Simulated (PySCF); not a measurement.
Nitrogen: a sound run and one with changed settings

Sound run: N [He] 2s2 2p3, N⁺ [He] 2s2 2p2. Calculation: PySCF 2.14, in cc-pVTZ-DK (4s3p2d1f, 30 functions); scalar relativity by spin-free X2C-1e. In the sound run the correlated levels freeze 1s2. The sound run starts from symmetry-adapted Hartree-Fock orbitals and uses a fine grid where one is needed.

Changed run: basis STO-3G, all-electron and non-relativistic. This setting is unsound on purpose.

```json
{"species": "N", "method": "UHF", "sound run (hartree)": "-54.42989", "changed run (hartree)": "-53.71901", "converged": "yes"}
{"species": "N", "method": "M06-L", "sound run (hartree)": "-54.62531", "changed run (hartree)": "-53.88929", "converged": "yes"}
{"species": "N", "method": "r2SCAN", "sound run (hartree)": "-54.60869", "changed run (hartree)": "-53.87648", "converged": "yes"}
{"species": "N", "method": "MP2", "sound run (hartree)": "-54.52586", "changed run (hartree)": "-53.71901", "converged": "yes"}
{"species": "N⁺", "method": "UHF", "sound run (hartree)": "-53.91964", "changed run (hartree)": "-53.24264", "converged": "yes"}
{"species": "N⁺", "method": "M06-L", "sound run (hartree)": "-54.08602", "changed run (hartree)": "-53.37747", "converged": "yes"}
{"species": "N⁺", "method": "r2SCAN", "sound run (hartree)": "-54.06514", "changed run (hartree)": "-53.37344", "converged": "yes"}
{"species": "N⁺", "method": "MP2", "sound run (hartree)": "-53.99117", "changed run (hartree)": "-53.25331", "converged": "yes"}
{"species": "N⁺", "method": "CCSD(T)", "sound run (hartree)": "-54.01378", "changed run (hartree)": "-53.26332", "converged": "yes"}
```

Ionisation energy of N:

```csv
method,sound run (eV),changed run (eV)
UHF,13.884,12.963
M06-L,14.675,13.927
r2SCAN,14.791,13.688
MP2,14.550,12.672
SCS-MP2,14.295,12.614
```

A minimal basis cannot let orbitals breathe on ionisation and holds almost no correlation. The Hamiltonian changed with the basis, so the totals do not compare.

For comparison, NIST gives 14.534 eV between the lowest levels.
